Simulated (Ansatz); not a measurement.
```yaml
crystal:
  periodic: [false, false, false]
  atoms:
    - {symbol: N, position_ang: [0.000000, 0.000000, 0.000000]}
    - {symbol: Se, position_ang: [0.000000, 0.000000, 1.776300]}
basis:
  gaussian: {orbitals: def2-TZVP}
magnetization: {spin_polarized: true, initial_magnetization: 3}
hamiltonian: {xc: pbe0}
relax: {f_tol: 0.004, max_steps: 80}
```

```sh
$ ansatz run in.yaml --threads 1 --pin off --events-out ev --progress --plain --max-ram 2176MiB
```

Steps of the relaxation (energy above the last step; positions in Å, forces in eV/Å):

```
2
step 1, 79.4 meV
N     0.000    0.000    0.000    0.000    0.000   -2.017
Se    0.000    0.000    1.776    0.000    0.000    2.017
```

```
2
step 2, 18.3 meV
N     0.000    0.000   -0.021    0.000    0.000   -0.900
Se    0.000    0.000    1.798    0.000    0.000    0.900
```

```
2
step 3, 0.0 meV
N     0.000    0.000   -0.042    0.000    0.000   -0.030
Se    0.000    0.000    1.818    0.000    0.000    0.030
```

```
2
step 4, 0.0 meV
N     0.000    0.000   -0.042    0.000    0.000    0.001
Se    0.000    0.000    1.819    0.000    0.000   -0.001
```

Close pairs at the end: N1–Se2 1.861 Å.

A stationary point of unrestricted PBE0 after 4 steps, with ⟨S²⟩ = 3.763 against 3.75 for a pure state. 11 s on 1 thread of Arm Neoverse V2, shared host.
